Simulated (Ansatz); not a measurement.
Geometry optimisation, Ansatz, RKS PBE-D4/def2-SVP.

The input (input.yaml):

```yaml
crystal:
  periodic: [false, false, false]
  atoms:
    - { symbol: O, position_ang: [0.91769, 0.68268, 0.57956] }
    - { symbol: C, position_ang: [0.09274, 0.0663, 0.05835] }
    - { symbol: S, position_ang: [-1.01043, -0.74898, -0.63791] }
basis:
  gaussian: { orbitals: def2-SVP }
hamiltonian:
  xc: pbe
  dispersion: d4
relax:
  f_tol: 0.02
  max_steps: 40
output:
  orbitals: {}
```

Command:

```bash
$ ansatz run input.yaml --threads 1 --pin off --max-ram 2048MiB --backend cpu --events-out ev --progress --plain --runs-dir out
```

Question: Where does it end, and by what steps?

Answer: The forces met the threshold. After 3 steps the energy has fallen by 0.056 eV; S3 moved furthest, 0.03 Å.

```tsv
step	energy less start (eV)	largest force component (eV/Å)	accepted
0	0.0000	1.581	yes
1	-0.0485	0.611	yes
2	-0.0555	0.120	yes
3	-0.0557	0.017	yes
```

```xyz
3
Properties=species:S:1:pos:R:3
O 0.936 0.695 0.591
C 0.096 0.070 0.061
S -1.032 -0.765 -0.652
```

Time of the run: 8 s on 1 thread of AMD EPYC (Zen 3), with other jobs on the host, peak memory 0.11 GiB.
